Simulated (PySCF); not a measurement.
glyoxal (C2H2O2), singlet, geometry from GFN2-xTB; PySCF with PBE/STO-3G.

PySCF was given this input:
```python
from pyscf import gto, scf, dft

mol = gto.Mole()
mol.atom = '''
    C     0.020264    0.758340    0.007480
    C    -0.020264   -0.758340   -0.007480
    O     1.039602    1.385374    0.031588
    H    -0.979080    1.228412   -0.005972
    O    -1.039602   -1.385374   -0.031588
    H     0.979080   -1.228412    0.005972
'''
mol.basis = 'sto-3g'
mol.charge = 0
mol.spin = 0
mol.verbose = 4
mol.build()

mf = dft.RKS(mol)
mf.xc = 'pbe'
mf.kernel()
mf.analyze()
```

Output, abridged:

```
PySCF version 2.14.0

[INPUT] verbose = 4
[INPUT] num. atoms = 6
[INPUT] num. electrons = 30
[INPUT] charge = 0
[INPUT] spin (= nelec alpha-beta = 2S) = 0
[INPUT] symmetry False subgroup None
[INPUT] Mole.unit = angstrom
[INPUT] Symbol           X                Y                Z      unit          X                Y                Z       unit  Magmom
[INPUT]  1 C      0.020264000000   0.758340000000   0.007480000000 AA    0.038293410188   1.433054909303   0.014135151412 Bohr   0.0
[INPUT]  2 C     -0.020264000000  -0.758340000000  -0.007480000000 AA   -0.038293410188  -1.433054909303  -0.014135151412 Bohr   0.0
[INPUT]  3 O      1.039602000000   1.385374000000   0.031588000000 AA    1.964563058550   2.617977440093   0.059692668823 Bohr   0.0
[INPUT]  4 H     -0.979080000000   1.228412000000  -0.005972000000 AA   -1.850193054039   2.321362248129  -0.011285444416 Bohr   0.0
[INPUT]  5 O     -1.039602000000  -1.385374000000  -0.031588000000 AA   -1.964563058550  -2.617977440093  -0.059692668823 Bohr   0.0
[INPUT]  6 H      0.979080000000  -1.228412000000   0.005972000000 AA    1.850193054039  -2.321362248129   0.011285444416 Bohr   0.0

nuclear repulsion = 102.226827694135
number of shells = 14
number of NR pGTOs = 66
number of NR cGTOs = 22
basis = sto-3g
ecp = {}

******** <class 'pyscf.dft.rks.RKS'> ********
method = RKS
initial guess = minao
damping factor = 0
level_shift factor = 0
DIIS = <class 'pyscf.scf.diis.CDIIS'>
diis_start_cycle = 1
diis_space = 8
diis_damp = 0
SCF conv_tol = 1e-09
SCF conv_tol_grad = None
SCF max_cycles = 50
direct_scf = True
direct_scf_tol = 1e-13
XC library pyscf.dft.libxc version 7.1.2
    S. Lehtola, C. Steigemann, M. J. T. Oliveira, and M. A. L. Marques,  SoftwareX 7, 1–5 (2018)
XC functionals = pbe
    J. P. Perdew, K. Burke, and M. Ernzerhof,  Phys. Rev. Lett. 77, 3865 (1996)
    J. P. Perdew, K. Burke, and M. Ernzerhof,  Phys. Rev. Lett. 78, 1396 (1997)
    J. P. Perdew, K. Burke, and M. Ernzerhof,  Phys. Rev. Lett. 77, 3865 (1996)
    J. P. Perdew, K. Burke, and M. Ernzerhof,  Phys. Rev. Lett. 78, 1396 (1997)
radial grids:
    Treutler-Ahlrichs [JCP 102, 346 (1995); DOI:10.1063/1.469408] (M4) radial grids

becke partition: Becke, JCP 88, 2547 (1988); DOI:10.1063/1.454033
pruning grids: <function nwchem_prune>
grids dens level: 3
symmetrized grids: False
atomic radii adjust function: <function treutler_atomic_radii_adjust>
small_rho_cutoff = 0
Set gradient conv threshold to 3.16228e-05
Initial guess from minao.
tot grids = 76016
init E= -225.173231469612
  HOMO = -0.232278441900501  LUMO = -0.120332128662842  gap/eV = 3.04621
cycle= 1 E= -224.275714424493  delta_E= 0.898  |g|= 0.855  |ddm|= 3.54
  HOMO = 0.0212854519402463  LUMO = 0.0689527617715153  gap/eV = 1.29709
cycle= 2 E= -222.756384561542  delta_E= 1.52  |g|= 2.59  |ddm|= 3.76
  HOMO = -0.0819223010088904  LUMO = -0.0197032491755349  gap/eV = 1.69307
cycle= 3 E= -224.492477470371  delta_E= -1.74  |g|= 0.176  |ddm|= 2.76
  HOMO = -0.0938561285619322  LUMO = -0.0342908253338079  gap/eV = 1.62085
cycle= 4 E= -224.500993677618  delta_E= -0.00852  |g|= 0.0181  |ddm|= 0.17
  HOMO = -0.0929994026288947  LUMO = -0.032895198172593  gap/eV = 1.63552
cycle= 5 E= -224.501071844776  delta_E= -7.82e-05  |g|= 0.00596  |ddm|= 0.0183
  HOMO = -0.0935399260431882  LUMO = -0.033398936803425  gap/eV = 1.63652
cycle= 6 E= -224.501082131738  delta_E= -1.03e-05  |g|= 0.000578  |ddm|= 0.00661
  HOMO = -0.0935653021179722  LUMO = -0.0334140845727906  gap/eV = 1.63680
cycle= 7 E= -224.501082222444  delta_E= -9.07e-08  |g|= 3.16e-05  |ddm|= 0.000545
  HOMO = -0.0935660265797422  LUMO = -0.0334143048099429  gap/eV = 1.63681
cycle= 8 E= -224.50108222272  delta_E= -2.76e-10  |g|= 1.5e-07  |ddm|= 3.34e-05
  HOMO = -0.093566004616217  LUMO = -0.0334142959826036  gap/eV = 1.63681
Extra cycle  E= -224.50108222272  delta_E= -3.41e-13  |g|= 4.36e-07  |ddm|= 6.11e-07
converged SCF energy = -224.50108222272
**** SCF Summaries ****
Total Energy =                        -224.501082222720015
Nuclear Repulsion Energy =             102.226827694134968
One-electron Energy =                 -510.010897881420874
Two-electron Energy =                  183.282987964565905
Two-electron Coulomb Energy =          211.819406909647796
DFT Exchange-Correlation Energy =      -28.536418945081884
HOMO-LUMO gap [eV] =                     1.636811363391821
**** MO energy ****
MO #1   energy= -18.5646353640798  occ= 2
MO #2   energy= -18.5646250893855  occ= 2
MO #3   energy= -9.80276512573408  occ= 2
MO #4   energy= -9.80161412175756  occ= 2
MO #5   energy= -0.952857455391512 occ= 2
MO #6   energy= -0.940065946840219 occ= 2
MO #7   energy= -0.577464934133235 occ= 2
MO #8   energy= -0.483456082109092 occ= 2
MO #9   energy= -0.379620725699229 occ= 2
MO #10  energy= -0.334470331639    occ= 2
MO #11  energy= -0.319984271947961 occ= 2
MO #12  energy= -0.288347206756429 occ= 2
MO #13  energy= -0.270862237883816 occ= 2
MO #14  energy= -0.158346558816964 occ= 2
MO #15  energy= -0.093566004616217 occ= 2
MO #16  energy= -0.0334142959826036 occ= 0
MO #17  energy= 0.0919420802539914 occ= 0
MO #18  energy= 0.319540532363345  occ= 0
MO #19  energy= 0.399425918776942  occ= 0
MO #20  energy= 0.401796809434002  occ= 0
MO #21  energy= 0.509690628673479  occ= 0
MO #22  energy= 0.66967516398275   occ= 0
 ** Mulliken pop on meta-lowdin orthogonal AOs  **
 ** Mulliken pop  **
pop of  0 C 1s            1.99969
pop of  0 C 2s            1.08340
pop of  0 C 2px           0.96321
pop of  0 C 2py           1.00308
pop of  0 C 2pz           0.91179
pop of  1 C 1s            1.99969
pop of  1 C 2s            1.08340
pop of  1 C 2px           0.96321
pop of  1 C 2py           1.00308
pop of  1 C 2pz           0.91179
pop of  2 O 1s            1.99986
pop of  2 O 2s            1.75875
pop of  2 O 2px           1.50256
pop of  2 O 2py           1.71666
pop of  2 O 2pz           1.08833
pop of  3 H 1s            0.97267
pop of  4 O 1s            1.99986
pop of  4 O 2s            1.75875
pop of  4 O 2px           1.50256
pop of  4 O 2py           1.71666
pop of  4 O 2pz           1.08833
pop of  5 H 1s            0.97267
 ** Mulliken atomic charges  **
charge of    0C =      0.03883
charge of    1C =      0.03883
charge of    2O =     -0.06616
charge of    3H =      0.02733
charge of    4O =     -0.06616
charge of    5H =      0.02733
Dipole moment(X, Y, Z, Debye): -0.00000, -0.00000, -0.00000
```
